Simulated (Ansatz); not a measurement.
**C3H7ClO: small, medium and large basis sets**

The task here is to estimate one member of a computed series from the others.

Program: Ansatz 0.2.0, Gaussian basis. Level of theory: one geometry, several basis sets. These are calculated values, not measurements.

Plan: PBE0-D4/def2-SVP; ωB97M-V/def2-SVP; PBE0-D4/def2-QZVPP; ωB97M-V/def2-QZVPP; the functionals' def2-TZVPP values are taken from earlier runs.

### The relaxed structure

An earlier PBE0-D4 in a triple-zeta def2 set relaxation fixed the geometry.

SMILES `COC(C)Cl`, 12 atoms, charge 0, spin multiplicity 1.

Atoms are counted from 1 here; the program's logs count them from 0.

Bond lengths: C1–O2 1.411 Å, C1–H6 1.097 Å, C1–H7 1.094 Å, C1–H8 1.089 Å, O2–C3 1.366 Å, C3–C4 1.501 Å, C3–Cl5 1.837 Å, C3–H9 1.096 Å, C4–H10 1.092 Å, C4–H11 1.090 Å, C4–H12 1.089 Å. Angles: O2–C1–H6 110.9°, O2–C1–H7 110.9°, O2–C1–H8 106.8°, H6–C1–H7 109.1°, H6–C1–H8 109.4°, H7–C1–H8 109.7°, C1–O2–C3 114.8°, O2–C3–C4 109.5°, O2–C3–Cl5 111.2°, O2–C3–H9 111.5°, C4–C3–Cl5 108.9°, C4–C3–H9 112.7°, Cl5–C3–H9 102.7°, C3–C4–H10 109.1°, C3–C4–H11 109.8°, C3–C4–H12 110.5°, H10–C4–H11 108.9°, H10–C4–H12 109.3° and more.

The first run:

Input file in.yaml:

```yaml
crystal:
  periodic: [false, false, false]
  atoms:
    - {symbol: C, position_ang: [-1.577137, 0.916503, -0.417095]}
    - {symbol: O, position_ang: [-0.820551, -0.180314, 0.045991]}
    - {symbol: C, position_ang: [0.531566, 0.014579, 0.046930]}
    - {symbol: C, position_ang: [1.225847, -1.284844, 0.333795]}
    - {symbol: Cl, position_ang: [1.025132, 1.245785, 1.317498]}
    - {symbol: H, position_ang: [-1.251057, 1.222153, -1.418762]}
    - {symbol: H, position_ang: [-1.487341, 1.767161, 0.264461]}
    - {symbol: H, position_ang: [-2.614395, 0.588670, -0.459275]}
    - {symbol: H, position_ang: [0.871509, 0.479738, -0.885015]}
    - {symbol: H, position_ang: [0.974089, -2.004079, -0.448894]}
    - {symbol: H, position_ang: [0.893905, -1.677528, 1.295208]}
    - {symbol: H, position_ang: [2.305336, -1.143026, 0.359258]}
basis:
  gaussian: {orbitals: def2-SVP}
hamiltonian: {xc: pbe0, dispersion: d4}
output: {orbitals: {seedname: orbitals}}
```

Started as:

```
ansatz run in.yaml --threads 4 --pin off --events-out ev --progress --plain --max-ram 10444MiB
```

Steps of the session up to this table: PBE0-D4 in def2-SVP; ωB97M-V in def2-SVP; PBE0-D4 in def2-QZVPP; ωB97M-V in def2-QZVPP.

One table of the session follows, with a row left open; its other results are not shown here.

It belongs to the step «Density functionals: the series». 

```
functional       basis  HOMO (eV)  LUMO (eV)
   PBE0-D4    def2-SVP      -8.04       1.27
   PBE0-D4  def2-TZVPP      -8.20       0.78
   PBE0-D4  def2-QZVPP          ?          ?
   ωB97M-V    def2-SVP     -10.36       3.31
   ωB97M-V  def2-TZVPP     -10.54       2.63
   ωB97M-V  def2-QZVPP     -10.59       1.87
```

Q: Estimate the row for PBE0-D4, def2-QZVPP from the others.

The run gave: HOMO (eV): -8.24; LUMO (eV): 0.49. In the column «HOMO (eV)» it lies between ωB97M-V, def2-SVP (-10.36) and PBE0-D4, def2-TZVPP (-8.20).
